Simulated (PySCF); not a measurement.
## Gas-phase thermal properties of H₂BNH₂

Energies from PySCF (xtb for GFN2), thermal terms from the rigid-rotor harmonic-oscillator model, ideal gas at 1 bar. 6-31G* has spherical d functions here. All species are closed-shell singlets. B3LYP is the form with VWN-RPA correlation. H₂BNH₂: computed as isolated molecules; such fragments, hydroxides, amides, oligomers or adducts are transient or little studied in the gas. The harmonic model lacks anharmonicity and excited electronic states, which grow with temperature; levels with a mode under 35 cm⁻¹ are left out.

| level | point group | σ | ZPE (kJ/mol) | S°298 (J/mol/K) | Cp298 (J/mol/K) | S°1000 (J/mol/K) | H1000 − H298 (kJ/mol) |
|---|---|---|---|---|---|---|---|
| B3LYP/6-31G* | C2v | 2 | 126.2 | 228.5 | 47.3 | 314.2 | 53.1 |
| GFN2-xTB | C2v | 2 | 121.9 | 228.6 | 48.8 | 316.5 | 54.4 |
| HF/6-31G* | C2v | 2 | 133.6 | 227.6 | 45.5 | 310.4 | 51.4 |
| PBE/def2-SVP | C2v | 2 | 122.0 | 229.0 | 48.3 | 316.5 | 54.2 |
| PBE0/def2-TZVP | C2v | 2 | 126.3 | 228.1 | 47.1 | 313.8 | 53.1 |
σ: rotational symmetry number. Electronic degeneracy used: 1. Frequencies are unscaled.
